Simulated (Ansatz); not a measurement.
```yaml
atoms:
  - { symbol: N, position_ang: [0.0000, 0.0000, 0.0000] }
  - { symbol: N, position_ang: [1.1782, 0.0000, 0.0000] }
  - { symbol: H, position_ang: [1.6450, 0.9366, 0.0000] }
```

Basis set: pcseg-2 (spherical functions). Charge 0, multiplicity 2.

Computed with Ansatz (development build ahead of 0.2.0); each method stands on the lowest determinant of its kind that the runs found. Restricted functionals stand beside restricted open-shell atoms, which can lie above the unrestricted atoms usual in DFT and then raise those values.

The atomization energy at this shape (free ground-state atoms in the same class of orbitals less the molecule, no zero-point energy) of doublet N₂H:

| method | atomization energy |
| --- | --- |
| r²SCAN (unrestricted) | 9.73 eV |
| r²SCAN (restricted open-shell) | 9.77 eV |

Problem. What does ωB97X (unrestricted) give?

Solution. 9.86 eV.

The shape needn't be a minimum at these levels.
